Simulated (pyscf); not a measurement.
O=SiH–OH (SMILES O=[SiH]O) + HCl (SMILES Cl) → O=Si(OH)–Cl (SMILES O=[Si](O)Cl) + H₂ (SMILES [H][H]) (four-centre exchange; singlet surface; H–Si, Cl–H broken, Cl–Si, H–H formed). Single points on ωB97X-D3(BJ)/def2-SVP structures (PySCF, gas phase). Energies in eV from the separated reactants.

```tsv
level	barrier	reaction energy
ωB97X-D3(BJ)/def2-TZVP	0.89	-0.83
PBE/def2-TZVP	0.64	-0.73
PBE0-D3(BJ)/def2-TZVP	0.72	-0.74
M06-2X/def2-TZVP	0.92	-0.80
ωB97M-D3(BJ)/def2-TZVP	0.95	-0.72
HF/def2-TZVP	1.69	-0.59
```

The functionals in the table span 0.32 eV in this barrier, from PBE to ωB97M-D3(BJ)/def2-TZVP. On the reactant side the descent ends in a complex (not fully relaxed), 0.25 eV under the separated species and 1.14 eV under the saddle at ωB97X-D3(BJ)/def2-TZVP. The same reactants have a lower exit, to O=SiH–Cl + H₂O (highest point, the separated products, at +0.31 eV at ωB97M-D3(BJ)/def2-TZVP, against +0.95 eV here). O=SiH–OH lies 0.43 eV over its isomer HO–Si:–OH [singlet] (electronic energy, ωB97M-D3(BJ)/def2-TZVP). One saddle was located; it need not be the lowest between these sides.
